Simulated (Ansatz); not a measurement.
# Structure relaxation of Sc

Theory: DFT PBEsol, scalar-relativistic, plane waves, PAW (Ansatz). Cutoff 420 eV, Γ-centred k mesh, Gaussian smearing, no spin polarisation in the final step.

The start is a database structure of Sc, space group P-1 (No. 2).

```
CELL_PARAMETERS angstrom
3.20196 0.00000 0.00000
1.50211 2.84414 0.00000
1.54899 0.92645 2.67418
ATOMIC_POSITIONS crystal
Sc 0.00000 0.00000 0.00000
```

Steps on the 20×20×20 mesh (1 atom). 4 of 5 steps are shown, and the free energy counts from the last. Trial steps that were taken back and renewals of the plane-wave basis can be among the rows.

```json
{"step": "1", "ΔF (meV/atom)": "8.9", "V (Å³/atom)": "24.35", "P (GPa)": "-1.59"}
{"step": "2", "ΔF (meV/atom)": "0.6", "V (Å³/atom)": "23.53", "P (GPa)": "0.13"}
{"step": "3", "ΔF (meV/atom)": "0.0", "V (Å³/atom)": "23.55", "P (GPa)": "0.08"}
{"step": "5", "ΔF (meV/atom)": "0.0", "V (Å³/atom)": "23.58", "P (GPa)": "0.00"}
```

A final relaxation ran on a 20×20×20 mesh. The relaxed crystal, Fm-3m (No. 225):

```cif
data_structure
_symmetry_space_group_name_H-M 'Fm-3m'
_symmetry_Int_Tables_number 225
_cell_length_a 4.5521
_cell_length_b 4.5521
_cell_length_c 4.5521
_cell_angle_alpha 90.000
_cell_angle_beta 90.000
_cell_angle_gamma 90.000
_cell_volume 94.33
loop_
_atom_site_label
_atom_site_type_symbol
_atom_site_symmetry_multiplicity
_atom_site_Wyckoff_symbol
_atom_site_fract_x
_atom_site_fract_y
_atom_site_fract_z
_atom_site_occupancy
Sc1 Sc 4 a 0.00000 0.00000 0.00000 1
```

```yaml
Volume_per_atom: 23.58 Å³
Density: 3.17 g/cm³
Energy_over_the_standard_structure: 0.05 eV/atom
Gap_on_the_20×20×20_mesh: 0 eV (a metal)
```

Energies count from the standard state of Sc at the same level.

The final run used a 20×20×20 mesh on its 1-atom cell and 0.10 eV smearing. For metals, differences of a few meV/atom aren't resolved.

A structure relaxed within its symmetry needn't be a true minimum.